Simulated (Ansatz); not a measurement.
A run of Ansatz (development build ahead of 0.2.0) on singlet C3H8 at this shape:

```xyz
11

C    -0.0068    0.0492   -0.0054
C     0.0266    0.8202    1.2452
C     0.0158   -0.0322    2.5020
H    -0.0244    0.6509   -0.8326
H     0.9358   -0.6336    0.0048
H    -0.8562   -0.6442    0.0195
H    -0.8523    1.4574    1.2795
H     0.9156    1.4997    1.3051
H    -0.0081    0.6451    3.4623
H    -0.8493   -0.6051    2.5675
H     0.8557   -0.6582    2.5288
```

Its results:

* Converged: yes
* Total energy: -118.16344 hartree
* Spin squared of the determinant: 0.000

Which input gives this output? Name the method, the orbitals and the basis set, and write the input.

RHF in def2-SVP. An unrestricted run that stays on the closed shell gives the same numbers.

```yaml
crystal:
  periodic: [false, false, false]
  atoms:
    - { symbol: C, position_ang: [-0.00677, 0.04924, -0.00542] }
    - { symbol: C, position_ang: [0.02658, 0.82015, 1.24521] }
    - { symbol: C, position_ang: [0.01577, -0.03218, 2.50199] }
    - { symbol: H, position_ang: [-0.02437, 0.65087, -0.83262] }
    - { symbol: H, position_ang: [0.93583, -0.63357, 0.00476] }
    - { symbol: H, position_ang: [-0.85621, -0.64425, 0.01953] }
    - { symbol: H, position_ang: [-0.85232, 1.45743, 1.27948] }
    - { symbol: H, position_ang: [0.91562, 1.49972, 1.30511] }
    - { symbol: H, position_ang: [-0.00814, 0.64507, 3.46228] }
    - { symbol: H, position_ang: [-0.84928, -0.60508, 2.56752] }
    - { symbol: H, position_ang: [0.85565, -0.65817, 2.52881] }
basis:
  gaussian: { orbitals: def2-SVP }
hamiltonian:
  xc: hf
```
